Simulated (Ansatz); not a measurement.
The input, for Ansatz 0.2.0:

```yaml
crystal:
  periodic: [false, false, false]
  atoms:
    - {symbol: H, position_ang: [-1.866658, 0.000000, 0.000000]}
    - {symbol: H, position_ang: [-1.121658, 0.000000, 0.000000]}
    - {symbol: C, position_ang: [0.200342, 0.000000, 0.000000]}
    - {symbol: H, position_ang: [0.200342, -1.080023, 0.000000]}
    - {symbol: H, position_ang: [0.200342, 0.540011, 0.935327]}
    - {symbol: H, position_ang: [0.200342, 0.540012, -0.935327]}
basis:
  gaussian: {orbitals: def2-mTZVP}
magnetization: {spin_polarized: false, initial_magnetization: 1}
correlation: {method: bccd_t, electrons: all}
```

```sh
$ ansatz run in.yaml --threads 1 --pin off --events-out ev --progress --plain --max-ram 2393MiB
```

Output:

```
358 factors; integrals over basis functions are off by at most 1.2e-3 eV
mean field evaluation 1: about -1104.5767 eV, gradient 1.9e1 eV
mean field evaluation 2: about -1104.5773 eV, gradient 1.9e1 eV
mean field evaluation 4: about -1105.6741 eV, gradient 2.0e0 eV
mean field evaluation 8: about -1105.7006 eV, gradient 1.6e-3 eV
mean field evaluation 16: about -1105.6974 eV, gradient 3.6e-1 eV
mean field -1105.70057681 eV, -40.6337467269 hartree, gradient 2.9e-6 eV, S^2 0.750000; 0 other end points of the search recorded, 0 dependent functions left out
reference -1105.70057681 eV, -40.6337467269 hartree; 6, 5 occupied and 28, 29 virtual orbitals, 358 factors
second order -4.46335232 eV of doubles, -0.11694582 eV of singles
cycle   1  -5.07649639 eV  change   -4.9e-1 eV  update   5.7e-2
cycle   2  -5.26047401 eV  change   -1.8e-1 eV  update   2.2e-2
cycle   3  -5.29345429 eV  change   -3.3e-2 eV  update   1.0e-2
cycle   4  -5.28893305 eV  change    4.5e-3 eV  update   4.5e-3
cycle   5  -5.28763904 eV  change    1.3e-3 eV  update   1.5e-3
cycle   6  -5.28739830 eV  change    2.4e-4 eV  update   5.2e-4
cycle   7  -5.28728645 eV  change    1.1e-4 eV  update   1.9e-4
cycle   8  -5.28729630 eV  change   -9.8e-6 eV  update   5.8e-5
cycle   9  -5.28728174 eV  change    1.5e-5 eV  update   2.0e-5
cycle  10  -5.28728506 eV  change   -3.3e-6 eV  update   7.4e-6
perturbative correction -0.11622936 eV, -0.0042713501 hartree
Total energy: -1111.10409122 eV, -40.8323222189 hartree
```

Ran on 1 thread of Arm Neoverse V1, shared host: 0.9 s wall, 0.13 GiB peak host memory.
